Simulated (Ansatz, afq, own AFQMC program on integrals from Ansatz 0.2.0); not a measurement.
**SiH$_{4}$, singlet: AFQMC among the cluster methods**

```xyz
5

Si   -0.0061    0.0061    0.0061
H     0.8497    0.8649    0.8629
H    -0.8657   -0.8483    0.8635
H    -0.8608    0.8616   -0.8551
H     1.0468   -1.0486   -1.0404
```

Basis 6-31G. Only valence electrons are correlated. Ansatz 0.2.0 and our own AFQMC program on the same integrals; the CISD trial comes from CCSD amplitudes, and released means the phaseless constraint is let go. Uncertainties: one standard error, sampling alone.

Determinant: RHF, the one that the program's search chose, which needn't be the lowest solution. The geometry is a point of a scan.

Full CI on the same integrals is exact in this basis and with this determinant's frozen core.

- T1 diagnostic: 0.0094
- weight of the determinant in the CISD state: 0.930
- size of the correlated space: 8 electrons in 16 orbitals

Reference: full CI, correlation energy -2.517 eV. The released energy is read at 2.40 1/Eh (meV from the phaseless value at times in 1/Eh: -2.0 ± 1.0 at 0.24, -2.4 ± 0.7 at 0.51, -1.9 ± 0.5 at 0.99, -2.6 ± 0.5 at 1.62, -2.8 ± 0.6 at 2.40).

```json
{"level": "HF", "E − E(reference) (mEh)": "92.49", "share of correlation (%)": "0.00"}
{"level": "MP2", "E − E(reference) (mEh)": "27.77", "share of correlation (%)": "69.98"}
{"level": "CCSD", "E − E(reference) (mEh)": "1.47", "share of correlation (%)": "98.41"}
{"level": "CCSD(T)", "E − E(reference) (mEh)": "0.43", "share of correlation (%)": "99.53"}
{"level": "CCSDT", "E − E(reference) (mEh)": "0.05", "share of correlation (%)": "99.95"}
{"level": "CCSDT(Q)", "E − E(reference) (mEh)": "0.01", "share of correlation (%)": "99.99"}
{"level": "CCSDTQ", "E − E(reference) (mEh)": "0.00", "share of correlation (%)": "100.00"}
{"level": "ph-AFQMC/CISD", "E − E(reference) (mEh)": "0.10 ± 0.04", "share of correlation (%)": "99.90"}
{"level": "released AFQMC", "E − E(reference) (mEh)": "-0.01 ± 0.02", "share of correlation (%)": "100.01"}
```

CCSDT and higher add their correlation energy to the determinant of the CCSD(T) run, since their own runs factorise the integrals more tightly (a shift of under 2 meV). A walk keeps the symmetry of its determinant, which the program's search chose and which needn't be the lowest solution, so a lower state of the same spin and another symmetry isn't excluded. Released energies are given only where the last usable release times agree within the noise; a slower fall can still hide under it.
